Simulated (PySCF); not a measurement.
# A complex of hydrogen fluoride and fluoromethane

A gas-phase complex of hydrogen fluoride and fluoromethane; neutral, singlet. The structure comes from a short search (a few tight-binding starts) and was relaxed by PBE0-D3(BJ)/def2-SVPD; another way of binding may lie lower. No frequency run checks that it is a minimum.

| part | name | SMILES | atoms | charge | multiplicity |
| --- | --- | --- | --- | --- | --- |
| 1 | hydrogen fluoride | F | 1–2 | 0 | 1 |
| 2 | fluoromethane | CF | 3–7 | 0 | 1 |

Coordinates in Å:
```
F1      0.294    0.115   -0.163
H2     -0.617    0.012    0.001
C3     -2.906    0.847   -0.955
F4     -2.336    0.047    0.035
H5     -3.409    0.190   -1.676
H6     -2.106    1.418   -1.443
H7     -3.626    1.520   -0.474
```

Contacts between parts, classed by geometry: H2···F4 1.720 Å (hydrogen bond, 168°).

Interaction energies are complex less parts, with the parts frozen as they stand in it; counterpoise-corrected, in kcal/mol (PySCF). The CCSD(T) estimate is Hartree-Fock/aug-cc-pVTZ, plus the MP2 correlation part extrapolated as X⁻³ from aug-cc-pVDZ and aug-cc-pVTZ, plus CCSD(T) less MP2 in aug-cc-pVDZ; noble-gas cores are frozen. It isn't the exact limit.

Problem. How strongly do the parts interact, level by level?

Solution. 
```csv
level,interaction,superposition error removed
Hartree-Fock/aug-cc-pVTZ,-4.63,-
MP2/aug-cc-pVTZ,-5.45,-0.66
"CCSD(T), estimated basis limit",-5.65,-
```

Problem. What holds them together? Decompose the MP2/aug-cc-pVTZ energy: frozen parts, their antisymmetrised product, then relaxation.

Solution. electrostatic -9.3, Pauli repulsion +8.1, orbital relaxation -3.6, correlation -1.3 kcal/mol, which sum to the value before the counterpoise correction, the first three by Hartree-Fock. Of the attraction, 65 % is electrostatic, 25 % is orbital relaxation, 9 % is correlation.
